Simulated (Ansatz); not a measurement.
Process, species as SMILES: FOF + H+ → F[OH+]F
B3LYP-D3(BJ)/def2-TZVP geometries, fixed; electronic energies without zero-point terms; positive where energy is released.

Basis-set convergence of the proton affinity at PBE with Ansatz (a quantum-chemistry and plane-wave program). Cartesian d functions, on some or all atoms, in 6-31G*, 6-31+G*; all else is spherical. The proton sits at the site shown, which need not be the one that binds it best. No added dispersion term, no relativity. Functions are those of the species that has most. Reference: the value in pcseg-4, 115.62 kcal/mol, itself unsure by roughly 0.13 kcal/mol (its mean distance from aug-pcseg-3, aug-cc-pVQZ, cc-pV5Z). Deviations are taken from unrounded values.

```csv
basis,functions,proton affinity (kcal/mol)
6-31G*,47,117.66
6-31+G*,59,109.44
cc-pVDZ,47,116.63
aug-cc-pVDZ,78,113.67
def2-SVP,47,116.32
def2-SVPD,77,112.21
pcseg-1,47,110.36
aug-pcseg-1,78,112.17
6-311G**,60,115.03
6-311+G**,72,110.75
def2-TZVP,99,114.84
def2-TZVPD,129,114.61
cc-pVTZ,104,117.33
aug-cc-pVTZ,161,115.27
pcseg-2,104,114.75
aug-pcseg-2,161,115.23
def2-TZVPP,107,115.80
def2-TZVPPD,137,115.31
cc-pVQZ,195,116.72
aug-cc-pVQZ,286,115.57
def2-QZVPP,201,115.97
def2-QZVPPD,231,115.56
pcseg-3,213,115.74
aug-pcseg-3,304,115.56
```

What the diffuse functions change, pair by pair:
- 6-31G* to 6-31+G*: 12 more functions, deviation 2.04 to -6.19 kcal/mol
- cc-pVDZ to aug-cc-pVDZ: 31 more functions, deviation 1.01 to -1.96 kcal/mol
- def2-SVP to def2-SVPD: 30 more functions, deviation 0.69 to -3.42 kcal/mol
- pcseg-1 to aug-pcseg-1: 31 more functions, deviation -5.26 to -3.45 kcal/mol
- 6-311G** to 6-311+G**: 12 more functions, deviation -0.59 to -4.88 kcal/mol
- def2-TZVP to def2-TZVPD: 30 more functions, deviation -0.79 to -1.02 kcal/mol
- cc-pVTZ to aug-cc-pVTZ: 57 more functions, deviation 1.71 to -0.35 kcal/mol
- pcseg-2 to aug-pcseg-2: 57 more functions, deviation -0.87 to -0.39 kcal/mol
- def2-TZVPP to def2-TZVPPD: 30 more functions, deviation 0.18 to -0.31 kcal/mol
- cc-pVQZ to aug-cc-pVQZ: 91 more functions, deviation 1.10 to -0.06 kcal/mol
- def2-QZVPP to def2-QZVPPD: 30 more functions, deviation 0.34 to -0.07 kcal/mol
- pcseg-3 to aug-pcseg-3: 91 more functions, deviation 0.12 to -0.06 kcal/mol

They bring the value nearer the reference by more than 0.13 kcal/mol in 5 of 12 pairs.
